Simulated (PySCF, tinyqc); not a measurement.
MP2 on RHF in the sto-6g basis, frozen core, for CH+, spin multiplicity 1, step by step. The lowest restricted solution is unstable here: a spin-polarised one lies 0.0122 hartree lower (PySCF). One step of it, computed by the program tinyqc.

Question. Second-order Moller-Plesset energy. E2 = sum_ijab (ia|jb) [2 (ia|jb) - (ib|ja)] / (e_i + e_j - e_a - e_b) over occupied i, j and virtual a, b; the opposite-spin part is (ia|jb)^2 / denominator, the rest is same-spin, and SCS-MP2 scales them by 6/5 and 1/3.

orbital energies (hartree): MO1 -11.855325, MO2 -1.261872, MO3 -0.868053, MO4 -0.296691, MO5 -0.296691, MO6 0.180063

Two-electron integrals over orbitals (pq|rs), unique and non-zero (hartree); the lowest 1 orbital is frozen and left out:
```
(22|22) 0.618373    (32|22) 0.053583    (32|32) 0.088488    (33|22) 0.513164
(33|32) -0.059161   (33|33) 0.635549    (42|42) 0.097155    (43|42) -0.045191
(43|43) 0.055311    (44|22) 0.566401    (44|32) -0.046041   (44|33) 0.570773
(44|44) 0.673218    (52|52) 0.097155    (53|52) -0.045191   (53|53) 0.055311
(54|54) 0.036281    (55|22) 0.566401    (55|32) -0.046041   (55|33) 0.570773
(55|44) 0.600655    (55|55) 0.673218    (62|22) -0.068457   (62|32) 0.026911
(62|33) -0.037924   (62|44) -0.107781   (62|55) -0.107781   (62|62) 0.106072
(63|22) -0.001204   (63|32) 0.067231    (63|33) -0.088145   (63|44) -0.071177
(63|55) -0.071177   (63|62) 0.063088    (63|63) 0.093067    (64|42) -0.040651
(64|43) 0.004818    (64|64) 0.027733    (65|52) -0.040651   (65|53) 0.004818
(65|65) 0.027733    (66|22) 0.590983    (66|32) 0.088624    (66|33) 0.497032
(66|44) 0.495717    (66|55) 0.495717    (66|62) 0.012379    (66|63) 0.056741
(66|66) 0.669710
```

Hartree-Fock energy = -37.82352269 hartree

Give: Terms; Pair energies; MP2 correlation energy; SCS-MP2 correlation energy; MP2 total energy.

Answer.

Terms:
```
i  j  a  b  (ia|jb)  (ib|ja)  denominator     term
2  2  4  4   0.0972   0.0972      -1.9304  -0.0049
2  2  5  5   0.0972   0.0972      -1.9304  -0.0049
3  3  6  6   0.0931   0.0931      -2.0962  -0.0041
2  2  6  6   0.1061   0.1061      -2.8839  -0.0039
3  3  4  4   0.0553   0.0553      -1.1427  -0.0027
3  3  5  5   0.0553   0.0553      -1.1427  -0.0027
3  2  6  6   0.0631   0.0631      -2.4901  -0.0016
2  3  6  6   0.0631   0.0631      -2.4901  -0.0016
2  3  4  4  -0.0452  -0.0452      -1.5365  -0.0013
3  2  4  4  -0.0452  -0.0452      -1.5365  -0.0013
2  3  5  5  -0.0452  -0.0452      -1.5365  -0.0013
3  2  5  5  -0.0452  -0.0452      -1.5365  -0.0013
```

Pair energies (hartree; pair i-j sums ij and ji):
```
pair  opposite spin  same spin
2-2         -0.0137     0.0000
3-2         -0.0085     0.0000
3-3         -0.0095     0.0000
```

MP2 correlation energy = -0.031681 hartree

SCS-MP2 correlation energy = -0.038017 hartree

MP2 total energy = -37.855203 hartree
